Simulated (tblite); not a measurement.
Compound: C₃H₂ClO₂ (charge -1).
Numbering: `[O:1]=[CH:2]/[CH:3]=[C:4](/[O-:5])[Cl:6]` (hydrogens: H7 on C2; H8 on C3)
Bond orders are those of one Lewis drawing.

Computed with GFN2-xTB (tblite), gas phase: L-BFGS steps from a force-field or distance-geometry start until the largest atomic force falls under 0.01 eV/Å.

Geometry at step 4:
```
atom  x, y, z in Å
O1     -2.1656   -0.9810    0.1515
C2     -1.2547   -0.1599    0.0442
C3      0.1070   -0.5072    0.0453
C4      1.2395    0.2480   -0.0603
O5      2.4075   -0.0330   -0.0585
Cl6     0.8504    2.0760   -0.2372
H7     -1.5379    0.9106   -0.0579
H8      0.3628   -1.5442    0.1484
```

Question: What forces act on the atoms?

Answer: 
| atom | Fx (eV/Å) | Fy (eV/Å) | Fz (eV/Å) |
| --- | --- | --- | --- |
| O1 | -0.312 | -0.113 | 0.020 |
| C2 | 0.074 | -0.100 | 0.009 |
| C3 | -0.071 | 0.211 | -0.016 |
| C4 | -0.298 | 0.286 | -0.011 |
| O5 | 0.409 | 0.125 | -0.028 |
| Cl6 | 0.084 | 0.119 | -0.018 |
| H7 | 0.316 | -0.030 | -0.008 |
| H8 | -0.202 | -0.498 | 0.051 |

The largest, 0.54 eV/Å, acts on H8; the rms over all components is 0.198 eV/Å. The forces sum to zero within rounding, as they must for an isolated molecule in no field.

Question: Give the force on H8 in Eh/bohr and in nN.

Answer: 0.540 eV/Å ÷ 51.422 = 0.01050 Eh/bohr, and 0.540 eV/Å × 1.602 = 0.86 nN.

Question: How far is this geometry from the end of the optimisation?

Answer: 0.040 eV above it, and 0.056 Å rms away after alignment. The bonds farthest from their final lengths, with half the difference of the two atoms' forces along the bond (positive lengthens):

```
  bond  now (Å)  final (Å)  force along bond (eV/Å)
 C3–H8    1.073      1.084                    +0.33
C4–Cl6    1.877      1.887                    -0.12
 C3=C4    1.365      1.372                    -0.07
 C4–O5    1.201      1.206                    +0.36
 C2–H7    1.112      1.108                     0.00
 O1=C2    1.231      1.233                    +0.15
```

The angle farthest from its final value is C4–C3–H8, 110.1° against 114.0°.

Of the 2 listed bonds off by 0.010 Å or more, this force points towards the final length in 1.

The cost below is that of the whole relaxation. The run took under 0.1 s on Arm Neoverse V2, one thread, no GPU, shared host.
